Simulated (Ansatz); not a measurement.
Geometry optimisation, Ansatz 0.2.0, RKS r2SCANh-D4/def2-SVP.

The input (input.yaml):

```yaml
crystal:
  periodic: [false, false, false]
  atoms:
    - { symbol: C, position_ang: [-1.399, 0.10745, -0.23656] }
    - { symbol: C, position_ang: [-0.04858, 0.82286, -0.21178] }
    - { symbol: "N", position_ang: [0.9613, 0.19324, 0.62175] }
    - { symbol: "N", position_ang: [1.25177, -1.15841, 0.13614] }
    - { symbol: H, position_ang: [-1.84091, 0.09872, 0.75812] }
    - { symbol: H, position_ang: [-2.08129, 0.61047, -0.91671] }
    - { symbol: H, position_ang: [-1.26283, -0.92028, -0.56383] }
    - { symbol: H, position_ang: [0.3594, 0.88031, -1.22595] }
    - { symbol: H, position_ang: [-0.16495, 1.84196, 0.16676] }
    - { symbol: H, position_ang: [0.57208, 0.05631, 1.55532] }
    - { symbol: H, position_ang: [0.97576, -1.7859, 0.89178] }
    - { symbol: H, position_ang: [0.59428, -1.3201, -0.62504] }
basis:
  gaussian: { orbitals: def2-SVP }
hamiltonian:
  xc: r2scanh
  dispersion: d4
relax:
  f_tol: 0.015
  max_steps: 40
```

Run as:

```bash
$ ansatz run input.yaml --threads 2 --pin off --max-ram 3072MiB --backend cpu --events-out ev --progress --plain --runs-dir out
```

Problem. Where does it end, and by what steps?

Solution. It converged. After 14 steps the energy has fallen by 0.496 eV; H12 moved furthest, 1.22 Å.

| step | energy less start (eV) | largest force component (eV/Å) | accepted |
| --- | --- | --- | --- |
| 0 | 0.0000 | 0.527 | yes |
| 1 | -0.0602 | 0.447 | yes |
| 2 | -0.0670 | 0.295 | yes |
| 3 | -0.0820 | 0.157 | yes |
| 4 | -0.1094 | 0.328 | yes |
| 5 | -0.1392 | 1.187 | yes |
| 6 | -0.2856 | 0.615 | yes |
| 7 | -0.3801 | 0.289 | yes |
| 8 | -0.4434 | 0.545 | yes |
| 9 | -0.4802 | 0.312 | yes |
| 10 | -0.4829 | 0.498 | yes |
| 11 | -0.4852 | 0.497 | yes |
| 12 | -0.4899 | 0.242 | yes |
| 13 | -0.4962 | 0.028 | yes |
| 14 | -0.4963 | 0.006 | yes |

```xyz
12
Properties=species:S:1:pos:R:3
C -1.474 0.239 -0.376
C -0.080 0.827 -0.185
N 0.822 0.041 0.634
N 1.059 -1.234 0.085
H -1.989 0.114 0.589
H -2.099 0.888 -1.007
H -1.414 -0.744 -0.866
H 0.403 0.963 -1.166
H -0.148 1.824 0.280
H 0.460 -0.011 1.589
H 1.986 -1.543 0.366
H 0.391 -1.937 0.407
```

Whether the end is a true minimum wasn't checked by a vibrational analysis.

Run time: 48 s on 2 threads of Arm Neoverse V1, on a shared host, peak memory 0.21 GiB.
